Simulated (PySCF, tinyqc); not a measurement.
Worked calculation: FCI on RHF in the sto-3g basis, for OH-, spin multiplicity 1. The basis has no diffuse functions, so it cannot describe the extra electron: this is an exercise in the method, not the real anion. The lowest restricted solution is unstable here: a spin-polarised one lies 0.0041 hartree lower (PySCF). One step of it, computed by the program tinyqc.

Problem. FCI: determinants and Hamiltonian. Slater-Condon rules over spin orbitals, with the nuclear repulsion added and E(HF) subtracted on the diagonal. Only determinants linked to the reference directly or through others are kept (one block of an abelian symmetry group), so some states are absent.

one-electron integrals over orbitals h = C^T H C (hartree), lower triangle:
```
            1          2          3          4          5          6
1  -31.933010
2    0.627918  -7.194974
3    0.000000   0.000000  -6.773345
4    0.000000   0.000000   0.000000  -6.773345
5   -0.101598   0.468121   0.000000   0.000000  -4.064318
6    0.081831  -0.389421   0.000000   0.000000  -1.625150  -5.875469
```

Two-electron integrals over orbitals (pq|rs), unique and non-zero (hartree):
```
(11|11) 4.748983    (21|11) -0.467168   (21|21) 0.072116    (22|11) 1.095995
(22|21) -0.020891   (22|22) 0.774878    (31|31) 0.025892    (32|31) 0.035509
(32|32) 0.168450    (33|11) 1.115370    (33|21) -0.013708   (33|22) 0.793105
(33|33) 0.880159    (41|41) 0.025892    (42|41) 0.035509    (42|42) 0.168450
(43|43) 0.047444    (44|11) 1.115370    (44|21) -0.013708   (44|22) 0.793105
(44|33) 0.785270    (44|44) 0.880159    (51|11) 0.078028    (51|21) -0.012372
(51|22) 0.003000    (51|33) 0.002352    (51|44) 0.002352    (51|51) 0.007020
(52|11) -0.117704   (52|21) 0.003254    (52|22) -0.063909   (52|33) -0.066918
(52|44) -0.066918   (52|51) 0.007303    (52|52) 0.066270    (53|31) -0.005388
(53|32) -0.023197   (53|53) 0.014813    (54|41) -0.005388   (54|42) -0.023197
(54|54) 0.014813    (55|11) 0.518856    (55|21) -0.003352   (55|22) 0.448922
(55|33) 0.435178    (55|44) 0.435178    (55|51) 0.000639    (55|52) 0.040104
(55|55) 0.611668    (61|11) -0.062254   (61|21) 0.009039    (61|22) -0.004145
(61|33) -0.001865   (61|44) -0.001865   (61|51) 0.008760    (61|52) 0.016706
(61|55) 0.000211    (61|61) 0.022857    (62|11) 0.071989    (62|21) -0.003148
(62|22) 0.032861    (62|33) 0.041674    (62|44) 0.041674    (62|51) 0.014231
(62|52) 0.068693    (62|55) 0.011984    (62|61) 0.027824    (62|62) 0.126147
(63|31) 0.004267    (63|32) 0.017298    (63|53) 0.017663    (63|63) 0.038700
(64|41) 0.004267    (64|42) 0.017298    (64|54) 0.017663    (64|64) 0.038700
(65|11) 0.321537    (65|21) -0.004917   (65|22) 0.195624    (65|33) 0.196343
(65|44) 0.196343    (65|51) -0.001137   (65|52) -0.065553   (65|55) -0.081763
(65|61) -0.005380   (65|62) -0.000819   (65|65) 0.182550    (66|11) 0.956999
(66|21) -0.011916   (66|22) 0.689310    (66|33) 0.681676    (66|44) 0.681676
(66|51) 0.005478    (66|52) -0.015986   (66|55) 0.529046    (66|61) 0.005631
(66|62) 0.053320    (66|65) 0.121579    (66|66) 0.701949
```

nuclear repulsion = 2.66924192 hartree

Hartree-Fock energy = -73.98981863 hartree

Give: determinants; H - E(HF) between determinants.

Solution.

Occupation strings over the orbitals (2 doubly, a alpha, b beta, 0 empty; spin orbitals ordered 1a 1b 2a 2b ...): 222220 2222ab 2a222b a2222b 2222ba 2b222a b2222a 222202 2a22b2 a222b2 222022 220222 2b22a2 202222 ab2222 b222a2 ba2222 022222

H - E(HF) between determinants (hartree), lower triangle:
```
         222220   2222ab   2a222b   a2222b   2222ba   2b222a   b2222a   222202
222220   0.0000
2222ab   0.0000   0.3258
2a222b   0.0000   0.0152   0.8630
a2222b   0.0000  -0.0109   0.0397  19.4826
2222ba   0.0000  -0.1825   0.0008   0.0054   0.3258
2b222a   0.0000   0.0008  -0.1261  -0.0278   0.0152   0.8630
b2222a   0.0000   0.0054  -0.0278  -0.0229  -0.0109   0.0397  19.4826
222202   0.1825   0.2033   0.0656   0.0011  -0.2033  -0.0656  -0.0011   0.9071
2a22b2   0.0008  -0.0656   0.0740  -0.0049   0.0413  -0.0687  -0.0142  -0.0713
a222b2   0.0054  -0.0011  -0.0049   0.2000   0.0054  -0.0167  -0.0088   0.0157
222022   0.0387  -0.0177  -0.0173  -0.0043   0.0177   0.0173   0.0043   0.0148
220222   0.0387  -0.0177  -0.0173  -0.0043   0.0177   0.0173   0.0043   0.0148
2b22a2  -0.0008   0.0413  -0.0687  -0.0142  -0.0656   0.0740  -0.0049   0.0713
202222   0.1261  -0.0687   0.0205   0.0031   0.0687  -0.0205  -0.0031   0.0663
ab2222  -0.0278   0.0142  -0.0031   0.0187  -0.0167   0.0098  -0.0090  -0.0073
b222a2  -0.0054   0.0054  -0.0167  -0.0088  -0.0011  -0.0049   0.2000  -0.0157
ba2222   0.0278  -0.0167   0.0098  -0.0090   0.0142  -0.0031   0.0187   0.0073
022222   0.0229  -0.0088  -0.0090   0.0679   0.0088   0.0090  -0.0679   0.0070

         2a22b2   a222b2   222022   220222   2b22a2   202222   ab2222   b222a2
2a22b2   1.1213
a222b2   0.0483  19.5432
222022   0.0232   0.0054   0.3027
220222   0.0232   0.0054   0.0474   0.3027
2b22a2  -0.0663  -0.0073  -0.0232  -0.0232   1.1213
202222   0.0328  -0.0033   0.1685   0.1685  -0.0328   1.8241
ab2222   0.0033  -0.0865  -0.0355  -0.0355   0.0133  -0.0308  20.4972
b222a2  -0.0073  -0.0070  -0.0054  -0.0054   0.0483   0.0033   0.0124  19.5432
ba2222   0.0133   0.0124   0.0355   0.0355   0.0033   0.0308  -0.0721  -0.0865
022222   0.0124  -0.0617   0.0259   0.0259  -0.0124   0.0721   0.4155   0.0617

         ba2222   022222
ba2222  20.4972
022222  -0.4155  42.5022
```
